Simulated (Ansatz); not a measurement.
Ansatz (an electronic-structure program) input (CCSD(T)/aug-cc-pVDZ):

Ansatz 0.2 input:
```yaml
crystal:
  periodic: [false, false, false]
  atoms:
    - {symbol: C, position_ang: [0.66635149, -0.08229039, 0.02948477]}
    - {symbol: C, position_ang: [-0.57464739, 0.07096549, -0.02542704]}
    - {symbol: H, position_ang: [1.73846136, -0.21468951, 0.07692356]}
    - {symbol: H, position_ang: [-1.02215701, 1.01799782, -0.36525859]}
    - {symbol: H, position_ang: [-1.26652897, -0.73535889, 0.26398866]}
basis:
  gaussian:
    orbitals: aug-cc-pVDZ
total_charge: 1
magnetization: {spin_polarized: false}
correlation: {method: ccsd_t, electrons: outside_noble_gas}
output: {forces: true}
```

End of the output:

```
integrals: 0.05 GiB planned
729 factors; integrals over basis functions are off by at most 1.0e-3 eV
mean field: 0.13 GiB planned
mean field evaluation 1: about -2094.6367 eV, gradient 3.4e1 eV
mean field evaluation 2: about -2094.6368 eV, gradient 3.4e1 eV
mean field evaluation 4: about -2097.7610 eV, gradient 3.4e0 eV
mean field evaluation 8: about -2097.8547 eV, gradient 1.0e-1 eV
mean field evaluation 16: about -2097.8296 eV, gradient 1.7e0 eV
mean field -2097.85472805 eV, -77.0947392787 hartree, gradient 4.4e-7 eV, S^2 0.000000; 0 other end points of the search recorded, 0 dependent functions left out
2 core orbitals not correlated
reference -2097.85472805 eV, -77.0947392787 hartree; 5, 5 occupied and 66, 66 virtual orbitals, 729 factors
densities: 0.24 GiB planned
second order -6.35904119 eV of doubles, -0.00000000 eV of singles
coupled cluster: 0.19 GiB planned
cycle   1  -6.85823609 eV  change   -5.0e-1 eV  update   7.8e-2
cycle   2  -7.13096271 eV  change   -2.7e-1 eV  update   2.9e-2
cycle   3  -7.19978648 eV  change   -6.9e-2 eV  update   1.7e-2
cycle   4  -7.19752658 eV  change    2.3e-3 eV  update   6.3e-3
cycle   5  -7.19511659 eV  change    2.4e-3 eV  update   2.0e-3
cycle   6  -7.19487596 eV  change    2.4e-4 eV  update   7.0e-4
cycle   7  -7.19481609 eV  change    6.0e-5 eV  update   1.7e-4
cycle   8  -7.19481735 eV  change   -1.3e-6 eV  update   4.2e-5
cycle   9  -7.19481247 eV  change    4.9e-6 eV  update   1.1e-5
cycle  10  -7.19481360 eV  change   -1.1e-6 eV  update   3.0e-6
perturbative correction -0.27151392 eV, -0.0099779523 hartree
the calculation of the forces begins
Total energy: -2105.32105556 eV, -77.3691217540 hartree
Atom 0 at     0.666351    -0.082290     0.029485 Å, force     2.001162    -0.247131     0.088548 eV/Å
Atom 1 at    -0.574647     0.070965    -0.025427 Å, force    -2.179468     0.269151    -0.096437 eV/Å
Atom 2 at     1.738461    -0.214690     0.076924 Å, force     0.525023    -0.064837     0.023231 eV/Å
Atom 3 at    -1.022157     1.017998    -0.365259 Å, force    -0.131654     0.320633    -0.115057 eV/Å
Atom 4 at    -1.266529    -0.735359     0.263989 Å, force    -0.215062    -0.277816     0.099715 eV/Å
Dipole moment:     0.130349    -0.016097     0.005768 e Å
```
